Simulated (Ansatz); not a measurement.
We consider grey tin (α-Sn), described by revPBE (PAW; Ansatz, a first-principles code).

Run with plane-wave cutoff 520 eV, 20×20×20 k mesh, Fermi–Dirac smearing 0.05 eV, scalar-relativistic PAW data made under PBE.

Computed at the level's own relaxed cell.

Question: Predict the elastic constant C12, Voigt–Reuss–Hill bulk modulus, Voigt–Reuss–Hill shear modulus (Hill average), elastic constant C11 and elastic constant C44.

Answer: 
- elastic constant C12 = 23.4 GPa
- Voigt–Reuss–Hill bulk modulus = 32.9 GPa
- Voigt–Reuss–Hill shear modulus (Hill average) = 20.1 GPa
- elastic constant C11 = 52.0 GPa
- elastic constant C44 = 25.1 GPa

Measured, for comparison: elastic constant C12 29.3 GPa, elastic constant C11 69 GPa, elastic constant C44 36.2 GPa (low temperature, zero-point motion not removed; as tabulated in Tanner et al. (2021), arXiv:2110.11888). Computed (rounded) less measured: elastic constant C12 -20 %, elastic constant C11 -25 %, elastic constant C44 -31 %.

Note: the solid has no gap at this level, which affects its response.

Elastic constants are with the ions relaxed.

Spin–orbit coupling is not included.

Computed values are for the static lattice.

Computing time: roughly 28 core-minutes.
